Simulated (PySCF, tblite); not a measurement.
**CH3BeN, a complex of two parts: NMR shifts, interaction energy, infrared bands, spin-spin couplings and core binding energies**

The task here is to estimate one member of a computed series from the others.

Computed with tblite 0.8.0 and PySCF 2.14.0; each step states its level. No surroundings beyond the atoms listed, unless a continuum is named. Atoms count from 0, parts from 1.

### The system as given

6 atoms, charge 0, multiplicity 1; geometry: rigid parts in contact. Parts: 1 = atoms 0–2, `[BeH2]`, charge 0; 2 = atoms 3–5, `C#N`, charge 0.

The first run:

Job settings and geometry (Å):

```
{"job": {"kind": "dock", "xc": "GFN2-xTB", "basis": "xTB"}, "charge": 0, "multiplicity": 1, "parts": [{"atoms": "0-2", "charge": 0, "multiplicity": 1}, {"atoms": "3-5", "charge": 0, "multiplicity": 1}]}
Be    -0.000162     0.000089     0.000116
H      0.730484     0.624037    -0.844804
H     -0.730322    -0.624125     0.844688
C      3.067439    -1.176570    -0.220520
N      2.065742    -1.124598     0.316261
H      3.999395    -1.224835    -0.719993
```

Level: GFN2-xTB search for minima from random contacts, gas phase.

The run is started by

```console
OMP_NUM_THREADS=1 python cluster_run.py task.json out
```

The driver reads the jobs from task.json and runs them one after another.

Among the steps run: Docking the parts with GFN2-xTB; Geometry optimisation at PBE0-D3(BJ)/def2-TZVPD; Nuclear shieldings: PBE0/pcSseg-2; Coupled-cluster interaction energy: CCSD(T) and MP2.

One table of the session follows, with a row left open; its other results are not shown here.

It belongs to the step «Coupled-cluster interaction energy: CCSD(T) and MP2». 

| method | interaction energy (kcal/mol) |
| --- | --- |
| HF/aug-cc-pVDZ | -14.97 |
| MP2/aug-cc-pVDZ | -18.20 |
| CCSD/aug-cc-pVDZ | -17.02 |
| CCSD(T)/aug-cc-pVDZ | -17.39 |
| HF/aug-cc-pVQZ | -17.06 |
| MP2/aug-cc-pVQZ | -21.35 |
| SCS-MP2/aug-cc-pVQZ | -20.12 |
| MP2, extrapolated | ? |
| CCSD(T), limit estimate | -20.82 |

Q: Estimate the row for MP2, extrapolated from the others.

**Answer.** interaction energy (kcal/mol): -21.63. In the column «interaction energy (kcal/mol)» it is the lowest.

To keep in mind: The interaction energy leaves out the deformation of the parts, 8.73 kcal/mol at MP2. So large a deformation means that a part is far from its own minimum, so a sum across the two methods would be rough.
